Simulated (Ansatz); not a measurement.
Two shapes of singlet C4H4.

Shape 1:

```xyz
8

C     0.6707    0.7778   -0.0078
C    -0.6766    0.7786   -0.0008
C    -0.6666   -0.7840    0.0099
C     0.6586   -0.7816   -0.0035
H     1.4471    1.5461    0.0030
H    -1.4460    1.5468   -0.0057
H    -1.4389   -1.5436    0.0022
H     1.4378   -1.5448   -0.0045
```

Shape 2:

```xyz
8

C     0.6830    0.7450    0.0283
C    -0.6250    0.7681   -0.0209
C    -0.6391   -0.8156    0.0251
C     0.6426   -0.7757   -0.0425
H     1.4794    1.5517    0.0318
H    -1.4481    1.5922   -0.0305
H    -1.4277   -1.5743    0.0434
H     1.4240   -1.5500    0.0470
```

Basis set: STO-3G (spherical functions). Frozen core: 4 orbitals. Charge 0, multiplicity 1.

Computed with Ansatz (development build ahead of 0.2.0); each method stands on the lowest determinant of its kind that the runs found.

(1) Which shape is lower in energy, and by how much in each method?

Answers

(1)

```json
{"method": "RHF", "E(2) − E(1) (eV)": "0.319"}
{"method": "RHF-MP2", "E(2) − E(1) (eV)": "0.477"}
```

Shape 1 is lower. Caution: in another basis set an unrestricted determinant lies well below.
